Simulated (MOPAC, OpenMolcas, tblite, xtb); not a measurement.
**SiNH4O (SMILES N[SiH]O): the dipole moment, rung by rung**

SiNH4O has 7 atoms, charge 0, and is taken as a doublet. SMILES: `N[SiH]O`. Geometry: relaxed at PBE0-D4/def2-TZVP. This is one conformer, not always the lowest.

```xyz
7

N    -0.6949    0.5483   -0.5752
Si    0.2931    0.1590    0.7813
O     1.6229   -0.6724    0.2703
H    -0.3559    1.1681   -1.2948
H    -1.6858    0.6732   -0.4329
H    -0.5991   -0.6619    1.6647
H     1.4809   -1.2824   -0.4590
```

Each level gives the dipole moment (D). The values are calculated.

| level | kind | program | value (D) | CPU time |
| --- | --- | --- | --- | --- |
| PM6 | semi-empirical | MOPAC | 2.49 | under 2 s |
| PM7 | semi-empirical | MOPAC | 2.53 | under 2 s |
| GFN2-xTB | semi-empirical | xtb | 2.16 | under 2 s |
| GFN1-xTB | semi-empirical | tblite | 2.88 | under 2 s |
| UHF/STO-3G | Hartree–Fock | OpenMolcas | 1.57 | 2.1 s |
| UHF/3-21G | Hartree–Fock | OpenMolcas | 2.49 | 2.3 s |
| UHF/cc-pVDZ-DK (DKH2) | Hartree–Fock | OpenMolcas | 2.27 | 3.2 s |
| UHF/def2-SVP | Hartree–Fock | OpenMolcas | 2.28 | 4.3 s |
| ROHF/ANO-L-VTZP (RICD fitting) | Hartree–Fock | OpenMolcas | 2.17 | 33 s |
| UBMK/ANO-XS-MB (DKH2, RICD fitting) | hybrid meta-GGA | OpenMolcas | 3.46 | 5.8 s |

The values span 1.57 to 3.46 D. Sets without polarisation functions give poor dipoles. CPU times are rough (shared hosts, several kinds of processor): they show what a rung costs within a factor of a few.
